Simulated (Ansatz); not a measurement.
**C₄H₇NO: small, medium and large basis sets**

An exercise on one series of results from a longer session: the logs are not shown, and one member is left open.

Computed with Ansatz 0.2.0, Gaussian basis. Level: one geometry, several basis sets.

The runs, in order: PBE0-D4/def2-SVP; ωB97M-V/def2-SVP; PBE0-D4/def2-QZVPP; ωB97M-V/def2-QZVPP; the functionals' def2-TZVPP values are taken from earlier runs.

### Structure used throughout

All runs share one geometry, relaxed beforehand with PBE0-D4 in a triple-zeta def2 set.

SMILES `CCOCC#N`, 13 atoms, charge 0, spin multiplicity 1.

Atoms are counted from 1 here; the program's logs count them from 0.

Bond lengths: C1–C2 1.514 Å, C1–H7 1.092 Å, C1–H8 1.092 Å, C1–H9 1.092 Å, C2–O3 1.416 Å, C2–H10 1.100 Å, C2–H11 1.091 Å, O3–C4 1.396 Å, C4–C5 1.459 Å, C4–H12 1.099 Å, C4–H13 1.101 Å, C5–N6 1.148 Å. Angles: C2–C1–H7 109.7°, C2–C1–H8 110.5°, C2–C1–H9 112.4°, H7–C1–H8 108.3°, H7–C1–H9 107.3°, H8–C1–H9 108.5°, C1–C2–O3 113.8°, C1–C2–H10 110.7°, C1–C2–H11 110.3°, O3–C2–H10 109.5°, O3–C2–H11 104.7°, H10–C2–H11 107.6°, C2–O3–C4 113.3°, O3–C4–C5 109.3°, O3–C4–H12 112.6°, O3–C4–H13 111.5°, C5–C4–H12 107.8°, C5–C4–H13 108.1° and more.

Set-up of the first run:

in.yaml

```yaml
crystal:
  periodic: [false, false, false]
  atoms:
    - {symbol: C, position_ang: [-0.260213, -1.652579, 0.552072]}
    - {symbol: C, position_ang: [0.607247, -0.890381, -0.426706]}
    - {symbol: O, position_ang: [0.007335, 0.294121, -0.918469]}
    - {symbol: C, position_ang: [-0.066551, 1.311824, 0.034025]}
    - {symbol: C, position_ang: [-0.512207, 2.543475, -0.609278]}
    - {symbol: N, position_ang: [-0.862785, 3.528934, -1.083025]}
    - {symbol: H, position_ang: [0.217195, -2.602367, 0.803997]}
    - {symbol: H, position_ang: [-1.236421, -1.865685, 0.112115]}
    - {symbol: H, position_ang: [-0.411932, -1.107799, 1.486599]}
    - {symbol: H, position_ang: [1.581138, -0.648890, 0.023906]}
    - {symbol: H, position_ang: [0.796002, -1.495082, -1.315278]}
    - {symbol: H, position_ang: [-0.772980, 1.081931, 0.843467]}
    - {symbol: H, position_ang: [0.914173, 1.502498, 0.496563]}
basis:
  gaussian: {orbitals: def2-SVP}
hamiltonian: {xc: pbe0, dispersion: d4}
output: {orbitals: {seedname: orbitals}}
```

Command:

```console
$ ansatz run in.yaml --threads 4 --pin off --events-out ev --progress --plain --max-ram 10444MiB
```

Among the steps run: PBE0-D4 in def2-SVP; ωB97M-V in def2-SVP; PBE0-D4 in def2-QZVPP; ωB97M-V in def2-QZVPP.

One table of the session follows, with a row left open; its other results are not shown here.

It belongs to the step «Density functionals: the series». 

```
functional       basis  HOMO (eV)  LUMO (eV)
   PBE0-D4    def2-SVP          ?          ?
   PBE0-D4  def2-TZVPP      -8.24       0.17
   PBE0-D4  def2-QZVPP      -8.27       0.05
   ωB97M-V    def2-SVP     -10.46       2.62
   ωB97M-V  def2-TZVPP     -10.64       2.08
   ωB97M-V  def2-QZVPP     -10.67       1.46
```

**Question.** Estimate the row for PBE0-D4, def2-SVP.

**Answer.** HOMO (eV): -8.08; LUMO (eV): 0.45. In the column «HOMO (eV)» it is the highest.
